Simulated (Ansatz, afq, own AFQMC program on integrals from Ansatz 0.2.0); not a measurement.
# C₂H₆Ga, doublet in def2-TZVP, levels against AFQMC with the constraint released

```yaml
atoms:
  - { symbol: C, position_ang: [-1.4513, -0.6146, 0.0358] }
  - { symbol: C, position_ang: [-0.0356, -0.9096, 0.5060] }
  - { symbol: Ga, position_ang: [1.3238, 0.5575, 0.3990] }
  - { symbol: H, position_ang: [-1.4758, -0.3158, -1.0241] }
  - { symbol: H, position_ang: [-1.9091, 0.2074, 0.6085] }
  - { symbol: H, position_ang: [-2.1125, -1.4912, 0.1413] }
  - { symbol: H, position_ang: [-0.0164, -1.2283, 1.5654] }
  - { symbol: H, position_ang: [0.4151, -1.7469, -0.0597] }
  - { symbol: H, position_ang: [2.8183, 0.2410, 0.8969] }
```

Basis def2-TZVP. Noble-gas cores (and the filled d shells of Ga–Kr and In–Xe) are frozen. AFQMC by an in-house program on the Cholesky factors that Ansatz 0.2.0 writes for its CCSD(T) run. ph-AFQMC/CISD is guided by a CISD state made of CCSD amplitudes; releasing the constraint for a short imaginary time cuts its bias at the price of noise, slowly where states lie close. ± is one standard error of the sampling. No spin–orbit coupling.

Determinant: UHF, the one that the program's search chose, which needn't be the lowest solution. The geometry is a PBE0/def2-SVP stationary point of this or a neighbouring charge and spin state.

No full CI on the walks' own integrals is used here. The released AFQMC energy serves as the reference, which it does only where one determinant dominates, the energy is flat over the last release times and near the phaseless one (40 meV or 2 meV an electron, half that with transition metals). On small molecules, where full CI could be run and the noise was under 10 meV, such values lay within 10 meV of it in 19 cases of 20, a flattering rate, since the rule was set on those same cases; what remains of the bias isn't in the error bar.

Cautions: no relativity below Rb; no spin-orbit coupling; inner d shell frozen; the released value is read at 1.50 1/Eh (meV from the phaseless value at times in 1/Eh: 2 ± 9 at 0.24, 3 ± 9 at 0.51, 3 ± 8 at 0.99, -12 ± 8 at 1.50).

```
T1 diagnostic                               : 0.0119
weight of the determinant in the CISD state : 0.840
⟨S²⟩ of the determinant                     : 0.757
size of the correlated space                : 17 electrons in 130 orbitals
```

Reference: AFQMC with the constraint released, correlation energy -12.515 ± 0.008 eV.

```json
{"level": "HF", "E − E(reference) (mEh)": "459.91 ± 0.31", "share of correlation (%)": "0.00"}
{"level": "MP2", "E − E(reference) (mEh)": "58.60 ± 0.31", "share of correlation (%)": "87.26"}
{"level": "CCSD", "E − E(reference) (mEh)": "18.32 ± 0.31", "share of correlation (%)": "96.02"}
{"level": "CCSD(T)", "E − E(reference) (mEh)": "2.27 ± 0.31", "share of correlation (%)": "99.51"}
{"level": "ph-AFQMC/CISD", "E − E(reference) (mEh)": "0.43 ± 0.39", "share of correlation (%)": "99.91"}
```

Released energies are given only where the last usable release times agree within the noise; a slower fall can still hide under it.
